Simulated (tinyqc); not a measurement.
CIS and TDHF on RHF in the sto-3g basis, for H2O, spin multiplicity 1, step by step (part 1 of 2). Computed by tinyqc, a small Python program that keeps every step (integrals from PySCF). Settings: charge = 0, multiplicity = 1, basis = sto-3g, method = RHF, energy threshold = 1e-10, iteration cap = 90, orthogonalisation = canonical, start = Wolfsberg-Helmholz matrix, DIIS depth = 6, TDHF = 1. Command: `OMP_NUM_THREADS=1 python tinyqc.py 27602 27603 out.jsonl` (the two numbers bound the seeds that draw the settings). One thread of a shared host (Intel(R) Xeon(R) Processor @ 2.60GHz), about 0.06 s of CPU time with the checks. The early iterations of the SCF are left out here.

## One-electron integrals

Geometry (angstrom):
```
atom       x        y       z
O     0.0000   0.0000  0.0000
H     0.0000   0.9480  0.6330
H     0.0000  -0.9480  0.6330
```

Basis sto-3g: exponents (1/bohr^2) and contraction coefficients of normalised primitives:
```
element  l (shell)  exponent  coefficient
O            s (1)  130.7093       0.1543
O            s (1)   23.8089       0.5353
O            s (1)    6.4436       0.4446
O            s (2)    5.0332      -0.1000
O            s (2)    1.1696       0.3995
O            s (2)    0.3804       0.7001
O            p (3)    5.0332       0.1559
O            p (3)    1.1696       0.6077
O            p (3)    0.3804       0.3920
H            s (1)    3.4253       0.1543
H            s (1)    0.6239       0.5353
H            s (1)    0.1689       0.4446
```

Overlap, kinetic and nuclear-attraction integrals over the contracted functions; the nuclear repulsion is the sum of Za Zb / Rab.

nuclear repulsion = 7.706742 hartree

overlap S, order 1O 1s, 1O 2s, 1O 2px, 1O 2py, 1O 2pz, 2H 1s, 3H 1s:
```
[[1.0000, 0.2367, 0.0000, 0.0000, 0.0000, 0.0349, 0.0349],
 [0.2367, 1.0000, 0.0000, 0.0000, 0.0000, 0.3633, 0.3633],
 [0.0000, 0.0000, 1.0000, 0.0000, 0.0000, 0.0000, 0.0000],
 [0.0000, 0.0000, 0.0000, 1.0000, 0.0000, 0.2706, -0.2706],
 [0.0000, 0.0000, 0.0000, 0.0000, 1.0000, 0.1807, 0.1807],
 [0.0349, 0.3633, 0.0000, 0.2706, 0.1807, 1.0000, 0.1411],
 [0.0349, 0.3633, 0.0000, -0.2706, 0.1807, 0.1411, 1.0000]]
```

kinetic energy T (hartree), order 1O 1s, 1O 2s, 1O 2px, 1O 2py, 1O 2pz, 2H 1s, 3H 1s:
```
[[29.0032, -0.1680, 0.0000, 0.0000, 0.0000, -0.0088, -0.0088],
 [-0.1680, 0.8081, 0.0000, 0.0000, 0.0000, 0.0578, 0.0578],
 [0.0000, 0.0000, 2.5287, 0.0000, 0.0000, 0.0000, 0.0000],
 [0.0000, 0.0000, 0.0000, 2.5287, 0.0000, 0.1363, -0.1363],
 [0.0000, 0.0000, 0.0000, 0.0000, 2.5287, 0.0910, 0.0910],
 [-0.0088, 0.0578, 0.0000, 0.1363, 0.0910, 0.7600, -0.0085],
 [-0.0088, 0.0578, 0.0000, -0.1363, 0.0910, -0.0085, 0.7600]]
```

nuclear attraction V (hartree), order 1O 1s, 1O 2s, 1O 2px, 1O 2py, 1O 2pz, 2H 1s, 3H 1s:
```
[[-61.5469, -7.4028, 0.0000, 0.0000, -0.0122, -1.1180, -1.1180],
 [-7.4028, -9.9767, 0.0000, 0.0000, -0.1496, -2.7556, -2.7556],
 [0.0000, 0.0000, -9.8488, 0.0000, 0.0000, 0.0000, 0.0000],
 [0.0000, 0.0000, 0.0000, -9.9624, 0.0000, -1.8039, 1.8039],
 [-0.0122, -0.1496, 0.0000, 0.0000, -9.8994, -1.2400, -1.2400],
 [-1.1180, -2.7556, 0.0000, -1.8039, -1.2400, -5.1536, -0.8236],
 [-1.1180, -2.7556, 0.0000, 1.8039, -1.2400, -0.8236, -5.1536]]
```

core Hamiltonian H = T + V (hartree), order 1O 1s, 1O 2s, 1O 2px, 1O 2py, 1O 2pz, 2H 1s, 3H 1s:
```
[[-32.5437, -7.5709, 0.0000, 0.0000, -0.0122, -1.1269, -1.1269],
 [-7.5709, -9.1686, 0.0000, 0.0000, -0.1496, -2.6978, -2.6978],
 [0.0000, 0.0000, -7.3200, 0.0000, 0.0000, 0.0000, 0.0000],
 [0.0000, 0.0000, 0.0000, -7.4337, 0.0000, -1.6676, 1.6676],
 [-0.0122, -0.1496, 0.0000, 0.0000, -7.3707, -1.1490, -1.1490],
 [-1.1269, -2.6978, 0.0000, -1.6676, -1.1490, -4.3936, -0.8320],
 [-1.1269, -2.6978, 0.0000, 1.6676, -1.1490, -0.8320, -4.3936]]
```

## Two-electron integrals

Functions are numbered as in S; the eight-fold symmetry (ij|kl) = (ji|kl) = (kl|ij) leaves the list below.

Two-electron integrals (ij|kl) in chemists' order, unique and non-zero (hartree):
```
(11|11) 4.7851      (21|11) 0.7414      (21|21) 0.1369      (22|11) 1.1189
(22|21) 0.2566      (22|22) 0.8172      (31|31) 0.0245      (32|31) 0.0378
(32|32) 0.1805      (33|11) 1.1158      (33|21) 0.2567      (33|22) 0.8170
(33|33) 0.8802      (41|41) 0.0245      (42|41) 0.0378      (42|42) 0.1805
(43|43) 0.0474      (44|11) 1.1158      (44|21) 0.2567      (44|22) 0.8170
(44|33) 0.7853      (44|44) 0.8802      (51|51) 0.0245      (52|51) 0.0378
(52|52) 0.1805      (53|53) 0.0474      (54|54) 0.0474      (55|11) 1.1158
(55|21) 0.2567      (55|22) 0.8170      (55|33) 0.7853      (55|44) 0.7853
(55|55) 0.8802      (61|11) 0.1107      (61|21) 0.0203      (61|22) 0.0378
(61|33) 0.0378      (61|41) 0.0008      (61|42) 0.0015      (61|44) 0.0379
(61|51) 0.0005      (61|52) 0.0010      (61|54) 1.05e-04    (61|55) 0.0378
(61|61) 0.0030      (62|11) 0.2913      (62|21) 0.0677      (62|22) 0.2415
(62|33) 0.2373      (62|41) 0.0042      (62|42) 0.0334      (62|44) 0.2459
(62|51) 0.0028      (62|52) 0.0223      (62|54) 0.0058      (62|55) 0.2411
(62|61) 0.0103      (62|62) 0.0912      (63|31) 0.0068      (63|32) 0.0407
(63|43) 0.0068      (63|53) 0.0045      (63|63) 0.0125      (64|11) 0.1822
(64|21) 0.0429      (64|22) 0.1633      (64|33) 0.1560      (64|41) 0.0091
(64|42) 0.0619      (64|44) 0.1752      (64|51) 0.0016      (64|52) 0.0142
(64|54) 0.0082      (64|55) 0.1585      (64|61) 0.0068      (64|62) 0.0750
(64|64) 0.0734      (65|11) 0.1217      (65|21) 0.0286      (65|22) 0.1090
(65|33) 0.1042      (65|41) 0.0016      (65|42) 0.0142      (65|44) 0.1079
(65|51) 0.0079      (65|52) 0.0501      (65|54) 0.0093      (65|55) 0.1149
(65|61) 0.0045      (65|62) 0.0501      (65|64) 0.0407      (65|65) 0.0396
(66|11) 0.4557      (66|21) 0.1077      (66|22) 0.4421      (66|33) 0.4250
(66|41) 0.0081      (66|42) 0.0901      (66|44) 0.4601      (66|51) 0.0054
(66|52) 0.0602      (66|54) 0.0235      (66|55) 0.4406      (66|61) 0.0164
(66|62) 0.2179      (66|64) 0.2044      (66|65) 0.1365      (66|66) 0.7746
(71|11) 0.1107      (71|21) 0.0203      (71|22) 0.0378      (71|33) 0.0378
(71|41) -0.0008     (71|42) -0.0015     (71|44) 0.0379      (71|51) 0.0005
(71|52) 0.0010      (71|54) -1.05e-04   (71|55) 0.0378      (71|61) 0.0030
(71|62) 0.0099      (71|64) 0.0060      (71|65) 0.0044      (71|66) 0.0157
(71|71) 0.0030      (72|11) 0.2913      (72|21) 0.0677      (72|22) 0.2415
(72|33) 0.2373      (72|41) -0.0042     (72|42) -0.0334     (72|44) 0.2459
(72|51) 0.0028      (72|52) 0.0223      (72|54) -0.0058     (72|55) 0.2411
(72|61) 0.0099      (72|62) 0.0708      (72|64) 0.0408      (72|65) 0.0377
(72|66) 0.1346      (72|71) 0.0103      (72|72) 0.0912      (73|31) 0.0068
(73|32) 0.0407      (73|43) -0.0068     (73|53) 0.0045      (73|63) 0.0093
(73|73) 0.0125      (74|11) -0.1822     (74|21) -0.0429     (74|22) -0.1633
(74|33) -0.1560     (74|41) 0.0091      (74|42) 0.0619      (74|44) -0.1752
(74|51) -0.0016     (74|52) -0.0142     (74|54) 0.0082      (74|55) -0.1585
(74|61) -0.0060     (74|62) -0.0408     (74|64) -0.0147     (74|65) -0.0213
(74|66) -0.0715     (74|71) -0.0068     (74|72) -0.0750     (74|74) 0.0734
(75|11) 0.1217      (75|21) 0.0286      (75|22) 0.1090      (75|33) 0.1042
(75|41) -0.0016     (75|42) -0.0142     (75|44) 0.1079      (75|51) 0.0079
(75|52) 0.0501      (75|54) -0.0093     (75|55) 0.1149      (75|61) 0.0044
(75|62) 0.0377      (75|64) 0.0213      (75|65) 0.0290      (75|66) 0.0777
(75|71) 0.0045      (75|72) 0.0501      (75|74) -0.0407     (75|75) 0.0396
(76|11) 0.0827      (76|21) 0.0194      (76|22) 0.0749      (76|33) 0.0733
(76|44) 0.0749      (76|51) 0.0013      (76|52) 0.0120      (76|55) 0.0764
(76|61) 0.0029      (76|62) 0.0276      (76|64) 0.0198      (76|65) 0.0170
(76|66) 0.0679      (76|71) 0.0029      (76|72) 0.0276      (76|74) -0.0198
(76|75) 0.0170      (76|76) 0.0104      (77|11) 0.4557      (77|21) 0.1077
(77|22) 0.4421      (77|33) 0.4250      (77|41) -0.0081     (77|42) -0.0901
(77|44) 0.4601      (77|51) 0.0054      (77|52) 0.0602      (77|54) -0.0235
(77|55) 0.4406      (77|61) 0.0157      (77|62) 0.1346      (77|64) 0.0715
(77|65) 0.0777      (77|66) 0.2777      (77|71) 0.0164      (77|72) 0.2179
(77|74) -0.2044     (77|75) 0.1365      (77|76) 0.0679      (77|77) 0.7746
```

## Orthogonalisation

S = U s U^T; canonical form X = U s^(-1/2), so that X^T S X = 1. Each column of U has its largest component positive (the first on a tie).

eigenvalues of S: [0.4602, 0.5404, 0.8936, 1.0000, 1.0915, 1.3185, 1.6959]

X, order 1O 1s, 1O 2s, 1O 2px, 1O 2py, 1O 2pz, 2H 1s, 3H 1s:
```
[[-0.3646, 0.0000, 0.7242, 0.0000, -0.6086, 0.0000, 0.1973],
 [1.0200, 0.0000, -0.2676, 0.0000, -0.2831, 0.0000, 0.4669],
 [0.0000, 0.0000, 0.0000, 1.0000, 0.0000, 0.0000, 0.0000],
 [0.0000, 0.8704, 0.0000, 0.0000, 0.0000, 0.6693, 0.0000],
 [0.4277, 0.0000, 0.6676, 0.0000, 0.6425, 0.0000, 0.1988],
 [-0.6391, -0.7393, -0.1967, 0.0000, 0.1626, 0.3940, 0.3829],
 [-0.6391, 0.7393, -0.1967, 0.0000, 0.1626, -0.3940, 0.3829]]
```

## Iteration 8 (converged): orbitals

converged F (hartree), order 1O 1s, 1O 2s, 1O 2px, 1O 2py, 1O 2pz, 2H 1s, 3H 1s:
```
[[-20.2483, -5.1621, 0.0000, 0.0000, -0.0244, -0.7763, -0.7763],
 [-5.1621, -2.3966, 0.0000, 0.0000, -0.0576, -0.7458, -0.7458],
 [0.0000, 0.0000, -0.3811, 0.0000, 0.0000, 0.0000, 0.0000],
 [0.0000, 0.0000, 0.0000, -0.2135, 0.0000, -0.3603, 0.3603],
 [-0.0244, -0.0576, 0.0000, 0.0000, -0.2552, -0.2891, -0.2891],
 [-0.7763, -0.7458, 0.0000, -0.3603, -0.2891, -0.3783, -0.1956],
 [-0.7763, -0.7458, 0.0000, 0.3603, -0.2891, -0.1956, -0.3783]]
```

Diagonalise F' = X^T F X, C = X C', fill 5 alpha and 5 beta electrons from the bottom; D = 2 C_occ C_occ^T. Each column has its largest component positive (the first on a tie).

F' = X^T F X (hartree):
```
[[-0.3664, 0.0000, 2.3783, 0.0000, -1.9300, 0.0000, 0.6441],
 [0.0000, 0.5659, 0.0000, 0.0000, 0.0000, 0.0916, 0.0000],
 [2.3783, 0.0000, -8.5133, 0.0000, 8.5301, 0.0000, -4.2405],
 [0.0000, 0.0000, 0.0000, -0.3811, 0.0000, 0.0000, 0.0000],
 [-1.9300, 0.0000, 8.5301, 0.0000, -9.2430, 0.0000, 4.5842],
 [0.0000, 0.0916, 0.0000, 0.0000, 0.0000, -0.5324, 0.0000],
 [0.6441, 0.0000, -4.2405, 0.0000, 4.5842, 0.0000, -3.3081]]
```

orbital energies (hartree): [-20.2565, -1.1900, -0.5400, -0.4120, -0.3811, 0.4278, 0.5735]

coefficients C, order 1O 1s, 1O 2s, 1O 2px, 1O 2py, 1O 2pz, 2H 1s, 3H 1s:
```
[[0.9945, -0.2412, 0.0000, 0.0870, 0.0000, -0.1089, 0.0000],
 [0.0237, 0.8993, 0.0000, -0.4448, 0.0000, 0.6349, 0.0000],
 [0.0000, 0.0000, 0.0000, 0.0000, 1.0000, 0.0000, 0.0000],
 [0.0000, 0.0000, 0.5952, 0.0000, 0.0000, 0.0000, 0.9226],
 [0.0027, 0.0713, 0.0000, 0.7650, 0.0000, 0.7004, 0.0000],
 [-0.0043, 0.1402, 0.4536, 0.3342, 0.0000, -0.6991, -0.7042],
 [-0.0043, 0.1402, -0.4536, 0.3342, 0.0000, -0.6991, 0.7042]]
```

D after iteration 8, order 1O 1s, 1O 2s, 1O 2px, 1O 2py, 1O 2pz, 2H 1s, 3H 1s:
```
[[2.1095, -0.4641, 0.0000, 0.0000, 0.1041, -0.0181, -0.0181],
 [-0.4641, 2.0144, 0.0000, 0.0000, -0.5523, -0.0453, -0.0453],
 [0.0000, 0.0000, 2.0000, 0.0000, 0.0000, 0.0000, 0.0000],
 [0.0000, 0.0000, 0.0000, 0.7085, 0.0000, 0.5400, -0.5400],
 [0.1041, -0.5523, 0.0000, 0.0000, 1.1807, 0.5313, 0.5313],
 [-0.0181, -0.0453, 0.0000, 0.5400, 0.5313, 0.6743, -0.1489],
 [-0.0181, -0.0453, 0.0000, -0.5400, 0.5313, -0.1489, 0.6743]]
```

## Convergence

Stop when the energy changes by less than 1e-10 hartree and every element of the error matrix X^T (F D S - S D F) X is below 3e-06.

Course of the cycle:
```
iteration  E (hartree)     change  largest element of the error matrix
1           -74.459976          -                             6.98e-01
2           -74.896087  -4.36e-01                             1.57e-01
3           -74.915439  -1.94e-02                             4.83e-02
4           -74.917811  -2.37e-03                             1.06e-02
5           -74.917950  -1.38e-04                             2.61e-03
6           -74.917972  -2.21e-05                             5.18e-05
7           -74.917972  -2.59e-09                             1.80e-07
8           -74.917972     0.0000                             2.66e-09
```

PySCF RHF in the same basis = -74.917972 hartree

Converged in 8 iterations.

## Integrals over molecular orbitals

(pq|rs) = sum C_ip C_jq C_kr C_ls (ij|kl), one index at a time.

one-electron integrals over orbitals h = C^T H C (hartree):
```
[[-32.5272, 0.5730, 0.0000, -0.1921, 0.0000, 0.2517, 0.0000],
 [0.5730, -7.5403, 0.0000, 0.5263, 0.0000, -1.1758, 0.0000],
 [0.0000, 0.0000, -5.9004, 0.0000, 0.0000, 0.0000, -1.8045],
 [-0.1921, 0.5263, 0.0000, -6.5571, 0.0000, -1.3333, 0.0000],
 [0.0000, 0.0000, 0.0000, 0.0000, -7.3200, 0.0000, 0.0000],
 [0.2517, -1.1758, 0.0000, -1.3333, 0.0000, -5.1930, 0.0000],
 [0.0000, 0.0000, -1.8045, 0.0000, 0.0000, 0.0000, -5.5264]]
```

Two-electron integrals over orbitals (pq|rs), unique and non-zero (hartree):
```
(11|11) 4.7470      (21|11) -0.4320     (21|21) 0.0621      (22|11) 1.0248
(22|21) -0.0158     (22|22) 0.7235      (31|31) 0.0101      (32|31) 0.0162
(32|32) 0.1278      (33|11) 0.7455      (33|21) -0.0046     (33|22) 0.6042
(33|33) 0.5811      (41|11) 0.1541      (41|21) -0.0206     (41|22) 0.0113
(41|33) 0.0050      (41|41) 0.0237      (42|11) -0.1433     (42|21) 0.0075
(42|22) -0.0287     (42|33) 0.0039      (42|41) 0.0196      (42|42) 0.1306
(43|31) -0.0020     (43|32) 0.0305      (43|43) 0.0560      (44|11) 0.9372
(44|21) -0.0111     (44|22) 0.6640      (44|33) 0.5582      (44|41) -0.0089
(44|42) -0.0943     (44|44) 0.7016      (51|51) 0.0260      (52|51) 0.0334
(52|52) 0.1519      (53|53) 0.0255      (54|51) -0.0111     (54|52) -0.0415
(54|54) 0.0469      (55|11) 1.1154      (55|21) -0.0123     (55|22) 0.7567
(55|33) 0.5915      (55|41) 0.0043      (55|42) -0.0780     (55|44) 0.6910
(55|55) 0.8802      (61|11) -0.1949     (61|21) 0.0295      (61|22) -0.0031
(61|33) 2.80e-04    (61|41) 0.0035      (61|42) 0.0202      (61|44) -0.0148
(61|55) -0.0054     (61|61) 0.0244      (62|11) 0.2597      (62|21) -0.0063
(62|22) 0.1272      (62|33) 0.0600      (62|41) 0.0181      (62|42) 0.0348
(62|44) 0.0642      (62|55) 0.1384      (62|61) 0.0093      (62|62) 0.0919
(63|31) 0.0021      (63|32) -0.0421     (63|43) -0.0417     (63|63) 0.0820
(64|11) 0.2718      (64|21) -0.0035     (64|22) 0.1319      (64|33) 0.0467
(64|41) 0.0021      (64|42) -0.0424     (64|44) 0.1326      (64|55) 0.1515
(64|61) -0.0010     (64|62) 0.0623      (64|64) 0.0974      (65|51) 0.0130
(65|52) 0.0510      (65|54) 0.0065      (65|65) 0.0333      (66|11) 0.7570
(66|21) -0.0073     (66|22) 0.5793      (66|33) 0.5381      (66|41) 0.0171
(66|42) 0.0481      (66|44) 0.5350      (66|55) 0.5655      (66|61) 0.0081
(66|62) 0.0851      (66|64) 0.0512      (66|66) 0.5678      (71|31) 0.0142
(71|32) 0.0217      (71|43) -0.0028     (71|63) 0.0025      (71|71) 0.0199
(72|31) 0.0149      (72|32) 0.0581      (72|43) -0.0268     (72|63) 0.0278
(72|71) 0.0200      (72|72) 0.0705      (73|11) 0.3739      (73|21) -0.0069
(73|22) 0.1724      (73|33) 0.0879      (73|41) -8.92e-05   (73|42) -0.0722
(73|44) 0.1466      (73|55) 0.2063      (73|61) -0.0052     (73|62) 0.0681
(73|64) 0.1010      (73|66) 0.0437      (73|73) 0.1587      (74|31) -0.0076
(74|32) -0.0688     (74|43) -0.0145     (74|63) 0.0576      (74|71) -0.0106
(74|72) -0.0179     (74|74) 0.0686      (75|53) 0.0240      (75|75) 0.0259
(76|31) 0.0075      (76|32) 0.0862      (76|43) 0.0647      (76|63) -0.0730
(76|71) 0.0103      (76|72) -0.0007     (76|74) -0.0595     (76|76) 0.1150
(77|11) 0.8459      (77|21) -0.0092     (77|22) 0.6093      (77|33) 0.5756
(77|41) 0.0034      (77|42) -0.0219     (77|44) 0.5791      (77|55) 0.6118
(77|61) -0.0039     (77|62) 0.0608      (77|64) 0.0552      (77|66) 0.5417
(77|73) 0.1037      (77|77) 0.5960
```

## CIS matrix, singlets

A(ia,jb) = (e_a - e_i) d_ij d_ab + 2 (ia|jb) - (ij|ab).

CIS matrix A, singlet (hartree), order 1>6, 1>7, 2>6, 2>7, 3>6, 3>7, 4>6, 4>7, 5>6, 5>7:
```
[[19.9763, 0.0000, 0.0258, 0.0000, 0.0000, -0.0180, -0.0192, 0.0000, 0.0000, 0.0000],
 [0.0000, 20.0238, 0.0000, 0.0492, -0.0025, 0.0000, 0.0000, -0.0246, 0.0000, 0.0000],
 [0.0258, 0.0000, 1.2224, 0.0000, 0.0000, 0.0500, 0.0765, 0.0000, 0.0000, 0.0000],
 [0.0000, 0.0492, 0.0000, 1.2951, -0.0307, 0.0000, 0.0000, -0.0139, 0.0000, 0.0000],
 [0.0000, -0.0025, 0.0000, -0.0307, 0.5936, 0.0000, 0.0000, 0.0505, 0.0000, 0.0000],
 [-0.0180, 0.0000, 0.0500, 0.0000, 0.0000, 0.8552, 0.1373, 0.0000, 0.0000, 0.0000],
 [-0.0192, 0.0000, 0.0765, 0.0000, 0.0000, 0.1373, 0.4995, 0.0000, 0.0000, 0.0000],
 [0.0000, -0.0246, 0.0000, -0.0139, 0.0505, 0.0000, 0.0000, 0.5437, 0.0000, 0.0000],
 [0.0000, 0.0000, 0.0000, 0.0000, 0.0000, 0.0000, 0.0000, 0.0000, 0.3101, 0.0000],
 [0.0000, 0.0000, 0.0000, 0.0000, 0.0000, 0.0000, 0.0000, 0.0000, 0.0000, 0.3946]]
```

## CIS singlet states

dipole integrals <i|r|a> (bohr), order 1>6, 1>7, 2>6, 2>7, 3>6, 3>7, 4>6, 4>7, 5>6, 5>7:
```
[[0.0000, 0.0000, 0.0432],
 [0.0000, 0.0555, 0.0000],
 [0.0000, 0.0000, -0.0050],
 [0.0000, -0.0718, 0.0000],
 [0.0000, -1.0227, 0.0000],
 [0.0000, 0.0000, -0.6566],
 [0.0000, 0.0000, -0.5367],
 [0.0000, -0.8110, 0.0000],
 [0.0735, 0.0000, 0.0000],
 [0.0000, 0.0000, 0.0000]]
```

Diagonalise A (1 hartree = 27.211386 eV); each vector has its largest component positive (the first on a tie). The transition dipole is mu = sqrt2 sum c_ia <i|r|a>.

singlet excitation energies (eV): [8.4371, 10.7365, 12.2047, 13.9403, 16.9600, 24.1320, 33.7880, 35.2827, 543.5839, 544.8808]

lowest vectors, order 1>6, 1>7, 2>6, 2>7, 3>6, 3>7, 4>6, 4>7, 5>6, 5>7:
```
[[0.0000, 0.0000, 0.0007, 0.0000, 0.0000, 0.0015],
 [0.0000, 0.0000, 0.0000, 0.0010, 0.0007, 0.0000],
 [0.0000, 0.0000, -0.0736, 0.0000, 0.0000, -0.2056],
 [0.0000, 0.0000, 0.0000, -0.0057, 0.0496, 0.0000],
 [0.0000, 0.0000, 0.0000, -0.5287, 0.8476, 0.0000],
 [0.0000, 0.0000, -0.3109, 0.0000, 0.0000, 0.9345],
 [0.0000, 0.0000, 0.9476, 0.0000, 0.0000, 0.2906],
 [0.0000, 0.0000, 0.0000, 0.8488, 0.5283, 0.0000],
 [1.0000, 0.0000, 0.0000, 0.0000, 0.0000, 0.0000],
 [0.0000, 1.0000, 0.0000, 0.0000, 0.0000, 0.0000]]
```

oscillator strengths 2/3 w |mu|^2: [0.0022, 0.0000, 0.0553, 0.0148, 1.4018, 0.6984]

## TDHF (RPA) singlet states

B(ia,jb) = 2 (ia|jb) - (ib|ja); the squared energies are the eigenvalues of (A - B)(A + B); 1 hartree = 27.211386 eV.

TDHF matrix B, singlet (hartree), order 1>6, 1>7, 2>6, 2>7, 3>6, 3>7, 4>6, 4>7, 5>6, 5>7:
```
[[0.0244, 0.0000, 0.0093, 0.0000, 0.0000, -0.0130, -0.0010, 0.0000, 0.0000, 0.0000],
 [0.0000, 0.0199, 0.0000, 0.0200, 0.0102, 0.0000, 0.0000, -0.0106, 0.0000, 0.0000],
 [0.0093, 0.0000, 0.0919, 0.0000, 0.0000, 0.1084, 0.0623, 0.0000, 0.0000, 0.0000],
 [0.0000, 0.0200, 0.0000, 0.0705, -0.0126, 0.0000, 0.0000, -0.0179, 0.0000, 0.0000],
 [0.0000, 0.0102, 0.0000, -0.0126, 0.0820, 0.0000, 0.0000, 0.0141, 0.0000, 0.0000],
 [-0.0130, 0.0000, 0.1084, 0.0000, 0.0000, 0.1587, 0.1444, 0.0000, 0.0000, 0.0000],
 [-0.0010, 0.0000, 0.0623, 0.0000, 0.0000, 0.1444, 0.0974, 0.0000, 0.0000, 0.0000],
 [0.0000, -0.0106, 0.0000, -0.0179, 0.0141, 0.0000, 0.0000, 0.0686, 0.0000, 0.0000],
 [0.0000, 0.0000, 0.0000, 0.0000, 0.0000, 0.0000, 0.0000, 0.0000, 0.0333, 0.0000],
 [0.0000, 0.0000, 0.0000, 0.0000, 0.0000, 0.0000, 0.0000, 0.0000, 0.0000, 0.0259]]
```

squared energies w^2 (hartree^2): [0.0950, 0.1550, 0.1948, 0.2588, 0.3803, 0.7237, 1.4948, 1.6752, 399.0530, 400.9590]

TDHF energies from the positive w^2 (eV): [8.3882, 10.7134, 12.0098, 13.8437, 16.7802, 23.1496, 33.2687, 35.2200, 543.5831, 544.8797]

## CIS matrix, triplets

A(ia,jb) = (e_a - e_i) d_ij d_ab - (ij|ab).

CIS matrix A, triplet (hartree), order 1>6, 1>7, 2>6, 2>7, 3>6, 3>7, 4>6, 4>7, 5>6, 5>7:
```
[[19.9274, 0.0000, 0.0073, 0.0000, 0.0000, -0.0075, -0.0171, 0.0000, 0.0000, 0.0000],
 [0.0000, 19.9841, 0.0000, 0.0092, -0.0075, 0.0000, 0.0000, -0.0034, 0.0000, 0.0000],
 [0.0073, 0.0000, 1.0385, 0.0000, 0.0000, -0.0862, -0.0481, 0.0000, 0.0000, 0.0000],
 [0.0000, 0.0092, 0.0000, 1.1541, -0.0862, 0.0000, 0.0000, 0.0219, 0.0000, 0.0000],
 [0.0000, -0.0075, 0.0000, -0.0862, 0.4297, 0.0000, 0.0000, -0.0647, 0.0000, 0.0000],
 [-0.0075, 0.0000, -0.0862, 0.0000, 0.0000, 0.5378, -0.0647, 0.0000, 0.0000, 0.0000],
 [-0.0171, 0.0000, -0.0481, 0.0000, 0.0000, -0.0647, 0.3048, 0.0000, 0.0000, 0.0000],
 [0.0000, -0.0034, 0.0000, 0.0219, -0.0647, 0.0000, 0.0000, 0.4064, 0.0000, 0.0000],
 [0.0000, 0.0000, 0.0000, 0.0000, 0.0000, 0.0000, 0.0000, 0.0000, 0.2434, 0.0000],
 [0.0000, 0.0000, 0.0000, 0.0000, 0.0000, 0.0000, 0.0000, 0.0000, 0.0000, 0.3428]]
```
